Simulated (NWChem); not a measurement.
**One shape, several levels: doublet C2H5N+**

We compute a comparison of 6 runs (UPBE0/6-311+G**, U-revPBE/6-311+G**, UM06-L/6-311+G**, UPBE/6-311+G**, USVWN5/6-311+G**, UTPSS/6-311+G**) of doublet C2H5N+. 

Program for the calculation: NWChem 7.3.0.

## Step 1: The structure to begin with

C2H5N+ has 8 atoms, charge +1, and is taken as a doublet. SMILES of the parent species: `[H]/N=C\C`. Geometry: relaxed at PBE0-D4/def2-TZVP. That shape belongs to the parent species and isn't relaxed for this state.

Bond lengths: C1–C2 1.493 Å, C2–N3 1.263 Å, C1–H4 1.094 Å, C1–H5 1.092 Å, C1–H6 1.094 Å, C2–H7 1.095 Å, N3–H8 1.023 Å. Angles: C1–C2–N3 127.9°, C1–C2–H7 115.5°, N3–C2–H7 116.6°, C2–C1–H4 110.3°, C2–C1–H5 111.6°, C2–C1–H6 110.3°, C2–N3–H8 110.6°, H4–C1–H5 109.0°, H4–C1–H6 106.6°, H5–C1–H6 108.9°.

## Step 2: The energy at UPBE0/6-311+G(d,p) (run 1)

Input file geom.nw:

```
start geom
memory total 2200 mb
charge 1
geometry units angstrom noautosym nocenter noautoz
 C     -0.471200     0.591900    -0.316000
 C      0.663100    -0.171000     0.284300
 N      0.697800    -1.395000     0.593600
 H     -0.168400     1.032800    -1.270700
 H     -1.342300    -0.045400    -0.480200
 H     -0.756700     1.422800     0.336400
 H      1.571900     0.409700     0.476500
 H     -0.194200    -1.845700     0.376100
end
basis spherical bse
 * library 6-311+G**
end
dft
 xc pbe0
 mult 2
 grid fine
 convergence energy 1e-08
 iterations 100
 mulliken
 print low
end
task dft
```

Run with:

```
$ nwchem geom.nw > geom.out
```

The log of the run:

```text
[...]
 d= 0,ls=0.0,diis     1   -133.3728579983 -2.05D+02  4.15D-03  1.81D-01     2.5
[...]
 d= 0,ls=0.0,diis    14   -133.4567316197 -3.39D-09  1.03D-07  7.54D-11    31.0
[...]
         Total DFT energy =     -133.456731619686
      One electron energy =     -313.331297138282
           Coulomb energy =      127.827433982370
    Exchange-Corr. energy =      -19.112557607383
 Nuclear repulsion energy =       71.159689143608
[...]
      Total Density - Mulliken Population Analysis
     ---------------------------------------------
    Atom       Charge   Shell Charges
 -----------   ------   -------------------------------------------------------
    1 C    6     6.55   1.10  0.89  0.64  0.75  1.58  0.54  0.84  0.18 -0.00  0.04
    2 C    6     5.91   1.10  0.89  0.61  0.81  1.43  0.44  0.60 -0.09  0.04  0.08
    3 N    7     6.87   1.10  0.90  0.75  0.91  1.70  0.68  0.94 -0.09 -0.04  0.03
    4 H    1     0.73   0.26  0.45  0.00  0.03
    5 H    1     0.80   0.26  0.47  0.03  0.02
    6 H    1     0.73   0.26  0.45  0.00  0.03
    7 H    1     0.72   0.26  0.45 -0.01  0.02
    8 H    1     0.68   0.25  0.38  0.00  0.05
[...]
      <S2> =      0.7613 (Exact =     0.7500)
[...]
```

Run time: 32 s. Hardware: 1 thread of INTEL XEON PLATINUM 8581C at 2.30GHz (Emerald Rapids), shared host; peak memory 0.12 GiB.

## Step 3: A single-point energy at U-revPBE/6-311+G(d,p) (run 2)

Input file mymol.nw:

```
start mymol
title "C2H5N"
memory stack 880 mb heap 220 mb global 1100 mb
charge 1

geometry units angstrom noautosym nocenter noautoz
 C     -0.471200     0.591900    -0.316000
 C      0.663100    -0.171000     0.284300
 N      0.697800    -1.395000     0.593600
 H     -0.168400     1.032800    -1.270700
 H     -1.342300    -0.045400    -0.480200
 H     -0.756700     1.422800     0.336400
 H      1.571900     0.409700     0.476500
 H     -0.194200    -1.845700     0.376100
end

basis "ao basis" spherical bse
 * library 6-311+G**
end

dft
 xc revpbe cpbe96
 mult 2
 grid fine
 convergence energy 1e-08
 iterations 100
 mulliken
 print medium
end

task dft energy
```

Run with:

```
$ nwchem mymol.nw > mymol.out
```

The log of the run:

```text
[...]
          Wavefunction type:  spin polarized.
          No. of atoms     :     8
          No. of electrons :    23
[...]
          Charge           :     1
          Spin multiplicity:     2
[...]
          AO basis - number of functions:    96
[...]
              XC Information
              --------------
                        RevPBE Exchange Functional  1.000
            Perdew 1991 LDA Correlation Functional  1.000 local
           PerdewBurkeErnz. Correlation Functional  1.000 non-local
[...]
 d= 0,ls=0.0,diis     1   -133.5067321070 -2.05D+02  5.07D-03  1.96D-01     2.4
[...]
 d= 0,ls=0.0,diis    13   -133.5894927804 -2.10D-09  2.22D-07  6.17D-10    28.3
[...]
         Total DFT energy =     -133.589492780378
      One electron energy =     -313.384944489131
           Coulomb energy =      127.889506935379
    Exchange-Corr. energy =      -19.253744370234
 Nuclear repulsion energy =       71.159689143608
[...]
      Total Density - Mulliken Population Analysis
     ---------------------------------------------
    Atom       Charge   Shell Charges
 -----------   ------   -------------------------------------------------------
    1 C    6     6.51   1.11  0.88  0.64  0.76  1.57  0.52  0.81  0.18  0.00  0.04
    2 C    6     5.92   1.11  0.88  0.62  0.82  1.43  0.43  0.58 -0.07  0.03  0.08
    3 N    7     6.86   1.10  0.89  0.76  0.92  1.69  0.68  0.91 -0.09 -0.03  0.03
    4 H    1     0.74   0.26  0.44  0.01  0.02
    5 H    1     0.80   0.27  0.47  0.04  0.02
    6 H    1     0.74   0.26  0.44  0.01  0.02
    7 H    1     0.73   0.26  0.44 -0.00  0.02
    8 H    1     0.70   0.26  0.38  0.01  0.05
[...]
      <S2> =      0.7559 (Exact =     0.7500)
[...]
```

Run time: 29 s. Hardware: 1 thread of INTEL XEON PLATINUM 8581C at 2.30GHz (Emerald Rapids), shared host; peak memory 0.12 GiB.

## Step 4: The energy at UM06-L/6-311+G(d,p) (run 3)

Input file c2h5n.nw:

```
START c2h5n
TITLE "C2H5N energy"
memory stack 880 mb heap 220 mb global 1100 mb
charge 1

GEOMETRY units bohr noautosym nocenter noautoz
 C     -0.89043895     1.11852889    -0.59715346
 C      1.25307739    -0.32314317     0.53724914
 N      1.31865089    -2.63616794     1.12174143
 H     -0.31822988     1.95170914    -2.40127499
 H     -2.53657938    -0.08579357    -0.90744649
 H     -1.42995576     2.68870233     0.63570387
 H      2.97046050     0.77422079     0.90045450
 H     -0.36698481    -3.48786751     0.71072600
END

BASIS spherical bse
 * library 6-311+G**
END

DFT
 xc m06-l
 mult 2
 grid fine
 convergence energy 1e-08
 maxiter 100
 mulliken
END

TASK dft energy
```

Run with:

```
$ nwchem c2h5n.nw > c2h5n.out
```

The log of the run:

```text
[...]
          Wavefunction type:  spin polarized.
          No. of atoms     :     8
          No. of electrons :    23
[...]
          Charge           :     1
          Spin multiplicity:     2
[...]
          AO basis - number of functions:    96
[...]
              XC Information
              --------------
                        M06-L Method XC Functional
                         M06-L Exchange Functional  1.000
                       M06-L Correlation Potential  1.000
[...]
 d= 0,ls=0.0,diis     1   -133.5193167518 -2.05D+02  4.57D-03  1.73D-01     3.0
[...]
 d= 0,ls=0.0,diis    14   -133.6017961378 -4.11D-10  1.22D-07  9.08D-11    39.0
[...]
         Total DFT energy =     -133.601796137801
      One electron energy =     -313.342893369028
           Coulomb energy =      127.856408890197
    Exchange-Corr. energy =      -19.274995707155
 Nuclear repulsion energy =       71.159684048185
[...]
      Total Density - Mulliken Population Analysis
     ---------------------------------------------
    Atom       Charge   Shell Charges
 -----------   ------   -------------------------------------------------------
    1 C    6     6.54   1.10  0.89  0.63  0.76  1.57  0.53  0.80  0.21  0.01  0.03
    2 C    6     5.87   1.10  0.89  0.60  0.82  1.43  0.47  0.56 -0.14  0.06  0.08
    3 N    7     6.88   1.10  0.90  0.74  0.92  1.71  0.69  0.96 -0.11 -0.05  0.03
    4 H    1     0.75   0.26  0.48 -0.02  0.03
    5 H    1     0.82   0.27  0.50  0.02  0.03
    6 H    1     0.75   0.26  0.48 -0.02  0.03
    7 H    1     0.73   0.26  0.47 -0.03  0.02
    8 H    1     0.67   0.25  0.40 -0.02  0.04
[...]
      <S2> =      0.7607 (Exact =     0.7500)
[...]
```

It took 40 s on 1 thread of INTEL XEON PLATINUM 8581C at 2.30GHz (Emerald Rapids), shared host; peak memory 0.12 GiB.

Runs 4 to 5 aren't shown in full; the table further down has their settings and results.

## Step 5: The energy at UTPSS/6-311+G(d,p) (run 6)

Input file calc.xyz:

```xyz
8

C     -0.471200     0.591900    -0.316000
C      0.663100    -0.171000     0.284300
N      0.697800    -1.395000     0.593600
H     -0.168400     1.032800    -1.270700
H     -1.342300    -0.045400    -0.480200
H     -0.756700     1.422800     0.336400
H      1.571900     0.409700     0.476500
H     -0.194200    -1.845700     0.376100
```

Input file calc.nw:

```
start calc
memory 2200 mb
charge 1
geometry noautosym nocenter noautoz
 load calc.xyz
end
basis spherical bse
 * library 6-311+G**
end
dft
 xc xtpss03 ctpss03
 mult 2
 grid fine
 convergence energy 1e-08
 maxiter 100
 mulliken
end
task dft energy
```

Run with:

```
$ nwchem calc.nw > calc.out
```

The log of the run:

```text
[...]
          Wavefunction type:  spin polarized.
          No. of atoms     :     8
          No. of electrons :    23
[...]
          Charge           :     1
          Spin multiplicity:     2
[...]
          AO basis - number of functions:    96
[...]
              XC Information
              --------------
                  TPSS metaGGA Exchange Functional  1.000
             TPSS03 metaGGA Correlation Functional  1.000
[...]
 d= 0,ls=0.0,diis     1   -133.5658035901 -2.05D+02  4.84D-03  1.75D-01     3.0
[...]
 d= 0,ls=0.0,diis    13   -133.6491199521 -2.86D-09  3.11D-07  1.26D-09    36.2
[...]
         Total DFT energy =     -133.649119952143
      One electron energy =     -313.393574397449
           Coulomb energy =      127.906856023634
    Exchange-Corr. energy =      -19.322090721936
 Nuclear repulsion energy =       71.159689143608
[...]
      Total Density - Mulliken Population Analysis
     ---------------------------------------------
    Atom       Charge   Shell Charges
 -----------   ------   -------------------------------------------------------
    1 C    6     6.51   1.10  0.89  0.64  0.76  1.56  0.51  0.81  0.20  0.00  0.04
    2 C    6     5.90   1.11  0.88  0.61  0.82  1.43  0.43  0.58 -0.08  0.03  0.08
    3 N    7     6.88   1.10  0.90  0.76  0.92  1.69  0.69  0.93 -0.09 -0.03  0.03
    4 H    1     0.74   0.26  0.46 -0.00  0.02
    5 H    1     0.80   0.27  0.48  0.02  0.02
    6 H    1     0.74   0.26  0.46 -0.00  0.02
    7 H    1     0.73   0.26  0.46 -0.01  0.02
    8 H    1     0.69   0.25  0.39  0.00  0.04
[...]
      <S2> =      0.7577 (Exact =     0.7500)
[...]
```

Wall time 37 s (1 thread of INTEL XEON PLATINUM 8581C at 2.30GHz (Emerald Rapids), shared host); peak memory 0.12 GiB.

## Step 6: All runs side by side

| run | level | energy (Eh) | ⟨S²⟩ | wall time |
| --- | --- | --- | --- | --- |
| 1 | UPBE0/6-311+G** | -133.456732 | 0.761 | 32 s |
| 2 | U-revPBE/6-311+G** | -133.589493 | 0.756 | 29 s |
| 3 | UM06-L/6-311+G** | -133.601796 | 0.761 | 40 s |
| 4 | UPBE/6-311+G** | -133.448177 | 0.755 | 29 s |
| 5 | USVWN5/6-311+G** | -132.418390 | 0.754 | 18 s |
| 6 | UTPSS/6-311+G** | -133.649120 | 0.758 | 37 s |

## Step 7: Summary of results

| quantity | value |
| --- | --- |
| run 6: total energy | -133.64912 Eh |
| run 6: HOMO energy (highest over α and β) | -15.41 eV |
| run 6: LUMO energy (lowest over α and β) | -13.53 eV |
| run 6: ⟨S²⟩ | 0.758 |

**Reading.** Totals of different functionals can't be ranked against each other. All runs together took 3.1 min, the longest 40 s.
